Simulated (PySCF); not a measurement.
Start geometry of `C=P` (CH2PH) from GFN2-xTB (Å):
```
atom  x, y, z in Å
C1    -0.523   -0.007   -0.205
P2     0.885   -0.780    0.071
H3    -0.642    0.996   -0.658
H4    -1.442   -0.452    0.052
H5     1.755    0.209   -0.436
```

Q: What comes out of this run: PBE0-D3(BJ)/def2-SVP geometry optimisation, gas phase (PySCF)?

A: 
```
atom  x, y, z in Å
C1    -0.384    0.057   -0.233
P2     1.039   -0.758    0.061
H3    -0.465    1.046   -0.695
H4    -1.334   -0.413    0.046
H5     1.938    0.233   -0.460
```

The energy falls by 0.075 eV over 5 energy and gradient evaluations, the largest force component goes from 0.0370 to 3.6e-05 Eh/bohr, and the atoms move by 0.028 Å rms after alignment. The bond that changes most is C1–H4 (ends: carbon bonded to P and 2 H; hydrogen on carbon), which lengthens by 0.043 Å. Bonds longer at the end by more than 0.005 Å: 3 of 4; shorter: 1. Among the angles that change most is H3–C1–H4, from 112.9° to 115.5°. Rotational constants go from 143652, 17090, 15273 to 137050, 16453, 14689 MHz. The orientation of the end geometry is arbitrary; only internal coordinates are fixed.

The run used 47 basis functions and 28 SCF cycles in all.

Whether it is a minimum is left open (no frequencies).
